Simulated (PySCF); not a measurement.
[C4H11P2]+: core ionisation energies

Species: C₄H₁₁P₂ (charge +1).
Geometry (PBE0-D3(BJ)/def2-SVP, Å), atoms numbered from 1 in this order:
```xyz
17
C4H11P2 angstrom
C     -2.6830   -0.0273    0.2986
C     -1.6817    0.8230    0.0643
C     -0.3960    0.8301    0.8352
P      0.9642    0.1397   -0.1651
C      0.6107   -1.5702   -0.6012
P      2.8494    0.2400    0.9610
H     -2.6341   -0.7815    1.0913
H     -3.6068    0.0207   -0.2829
H     -1.7809    1.5788   -0.7234
H     -0.0942    1.8476    1.1368
H     -0.4496    0.2135    1.7483
H      1.0149    0.8851   -1.3666
H      1.3611   -1.9432   -1.3133
H     -0.3896   -1.6186   -1.0577
H      0.6298   -2.1852    0.3108
H      2.9207    1.6574    0.8043
H      3.6203   -0.0389   -0.2082
```

Method used: delta-SCF UKS SCAN, pcX-2 on the ionised atom, pcseg-1 elsewhere, spin-free X2C (PySCF). Binding energies are ΔSCF values: E(core-ionised, relaxed orbitals) − E(ground state) at a fixed geometry, referred to the vacuum level.

Question: Give the core binding energies atom by atom.

Answer: 
| atom(s) | environment | level | binding energy (eV) | 2p1/2 (eV) | above the level's lowest (eV) | count |
| --- | --- | --- | --- | --- | --- | --- |
| C1 | terminal =CH2 carbon | C 1s | 294.27 | – | 0.00 | 1 |
| C2 | alkene CH carbon | C 1s | 294.85 | – | +0.58 | 1 |
| C3 | sp3 carbon bound to phosphorus | C 1s | 295.85 | – | +1.58 | 1 |
| P4 | phosphorus bonded to 2 C, P and H | P 2p3/2 | 142.86 | 143.74 | +1.15 | 1 |
| P4 | phosphorus bonded to 2 C, P and H | P 1s | 2156.50 | – | +1.23 | 1 |
| C5 | sp3 carbon bound to phosphorus | C 1s | 295.83 | – | +1.56 | 1 |
| P6 | three-coordinate phosphorus | P 2p3/2 | 141.71 | 142.61 | 0.00 | 1 |
| P6 | three-coordinate phosphorus | P 1s | 2155.27 | – | 0.00 | 1 |

Lowest listed C 1s: C1, bonded to C (double bond) and 2 H. Highest, 1.58 eV above it: C3, bonded to C, 2 H and P. The widest gap between neighbouring values is 0.98 eV, between 294.85 and 295.83 eV. Summing the Pauling electronegativity differences to the bonded atoms, each weighted by its formal bond order, gives -0.70 for the lowest site and -1.06 for the highest; the largest sum, -0.35, belongs to C2, 1.00 eV below the top. The smallest sum, -1.41, belongs to C5, 1.56 eV above the lowest. The values 295.83 and 295.85 eV lie too close for their order to be trusted.

The listed P 1s values span 1.23 eV, from P6 (bonded to 2 H and P) to P4 (bonded to 2 C, H and P).

Lowest listed P 2p3/2: P6, bonded to 2 H and P. Highest, 1.15 eV above it: P4, bonded to 2 C, H and P. Summing the Pauling electronegativity differences to the bonded atoms, each weighted by its formal bond order, gives +0.02 for the lowest site and +0.73 for the highest.

Question: Give the binding energy of P 1s of P4 in hartree and in kJ/mol.

Answer: 2156.50 eV = 79.2499 Eh = 208071 kJ/mol.

Question: Which effective nuclear charge Zeff reproduces each element's mean 1s value in the hydrogen-like formula E = 13.606 eV × Zeff²?

Answer: C (Z = 6): mean 295.2 eV, Zeff = 4.66, Z − Zeff = 1.34; P (Z = 15): mean 2155.9 eV, Zeff = 12.59, Z − Zeff = 2.41. Means run over the listed sites, weighted by atom count.

2p3/2 and 2p1/2 are the ΔSCF energy of one spin-free 2p hole plus the eigenvalues of a spin–orbit and ligand-field matrix of the shell. 2p1/2 minus 2p3/2 (ligand field included): P 0.89 eV (mean over sites). The species carries charge +1, so core ionisation leaves charge +2. The structure is a single PBE0-D3(BJ)/def2-SVP conformer in the gas phase; no vibrational or solvent corrections.

Time: 1.7 min; peak memory 0.68 GiB. Hardware: one thread, Arm Neoverse V2 (aarch64) (shared host).
